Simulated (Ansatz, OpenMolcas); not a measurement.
Strength of the O–H bond: C2H6O → C2H5O + H

Species: C2H6O (ethanol) `CCO`, singlet; C2H5O (ethoxy radical) `CC[O]`, doublet; H atom, doublet. 

Shapes, held fixed at every level: PBE0-D4/def2-TZVP. Flexible molecules stand in one conformer, not always the lowest. Programs: Ansatz 0.2.0, OpenMolcas 26.06. The zero-point and thermal change to 298 K, harmonic and unscaled (5/2 RT less the spin-orbit lowering for atoms, PBE0-D4/def2-TZVP), is -34.6 kJ/mol.

Question: Estimate the reaction enthalpy at 298 K.

Answer: From tabulated heats of formation (Active Thermochemical Tables, tabulated atomic heats), ΔH(298 K) = +441.1 kJ/mol. Nearest: CCSD(T)/CBS estimate (+2.4); farthest: B3LYP/6-31G* (spherical functions) (-46.3). 1 of 8 levels lie within 10 kJ/mol. Electron pairs are made or broken, so correlation matters. Open shells run unrestricted. The CBS estimate extrapolates MP2 from def2-TZVPP and def2-QZVPP and adds CCSD(T) − MP2 in the triple-zeta set, cores frozen.

```tsv
level	kind	ΔH (kJ/mol)	computed − measured
r2SCAN-D4/def2-TZVPP	meta-GGA	+407.1	-34.0
B3LYP/6-31G* (spherical functions)	global hybrid	+394.8	-46.3
PBE0/def2-SVP	global hybrid	+403.4	-37.7
wB97X-V/def2-TZVPP	range-separated hybrid	+420.6	-20.5
MP2/def2-TZVPP	perturbation theory	+451.4	+10.3
CCSD(T)/def2-SVP	coupled cluster or CI	+409.9	-31.2
CCSD(T)/def2-TZVPP	coupled cluster or CI	+430.7	-10.4
CCSD(T)/CBS estimate	coupled cluster or CI	+443.5	+2.4
```
